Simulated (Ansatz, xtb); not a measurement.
# C2H2Si−: 5 structures ranked

5 gas-phase structures of C2H2Si−, found in a search over its isomers (lower ones may exist). Each was relaxed with GFN2-xTB:

A. the doublet with the links of `[C]1=C[SiH-]1`
B. a doublet given by its coordinates
C. the doublet with the links of `[C]1=[C-][SiH2]1`
D. the doublet with the links of `[C]#C[SiH2-]`
E. a doublet given by its coordinates

B (Å):

```yaml
atoms:
  - { symbol: C, position_ang: [-0.0146, 0.2199, -0.9255] }
  - { symbol: C, position_ang: [-0.4401, 0.6698, 0.2549] }
  - { symbol: Si, position_ang: [0.1699, -0.6566, -2.3940] }
  - { symbol: H, position_ang: [-1.3131, 0.2621, 0.8190] }
  - { symbol: H, position_ang: [0.0417, 1.5090, 0.8010] }
```

Close contacts (Å): C1–C2 1.33, C1–Si3 1.72, C2–H4 1.12, C2–H5 1.11.

E (Å):

```csv
atom,x (Å),y (Å),z (Å)
C,-0.2598,2.0196,0.5306
C,-0.6250,0.8715,0.6912
Si,-1.0035,-0.7940,1.2743
H,0.0396,3.0188,0.3380
H,-1.7294,-1.3991,0.1549
```

Close contacts (Å): C1–C2 1.22, C2–Si3 1.80, C1–H4 1.06, Si3–H5 1.46.

Question: Make a reasoned guess at their ranking by r2SCAN-D4/def2-SVPD single-point energy.

Answer: Calculated order at r2SCAN-D4/def2-SVPD: B (0.0), E (8.1), D (18.6), A (29.4), C (30.1) kcal/mol. Less than 1 kcal/mol parts A and C, so the order within that pair means little.

Energies above the lowest of each column, in kcal/mol; the last columns are at PBE0-D3(BJ)/def2-SVPD geometries and were run for some of them only (a dash: not run or not comparable):

```
structure  GFN2-xTB  HF/STO-3G  r2SCAN-D4/def2-SVPD  PBE0-D3(BJ)/def2-SVPD  CCSD(T)/def2-SVPD
        B      21.1        6.8                  0.0                    0.0                0.0
        E       7.3        0.0                  8.1                    5.7                3.1
        D       0.0       15.1                 18.6                   20.1                  –
        A      29.3       28.4                 29.4                      –                  –
        C      26.3       49.9                 30.1                      –                  –
```

CCSD(T)/def2-SVPD puts B lowest of those it was run on; GFN2-xTB picks D, HF/STO-3G picks E. Some further structures that were screened fall inside this span and aren't listed. Frequencies (PBE0-D3(BJ)/def2-SVPD) were run for B, E alone. Open shells are spin-unrestricted, some with notable spin contamination. Large T1 diagnostics make some coupled-cluster values less sure.

Over these structures GFN2-xTB departs from r2SCAN-D4/def2-SVPD by 8.8 kcal/mol on average once a common shift is removed. A GFN2-xTB relaxation took about 0.033 s and the r2SCAN-D4/def2-SVPD energy about 2.8 s on a shared host (Ansatz 0.2.0, xtb 6.7.1).
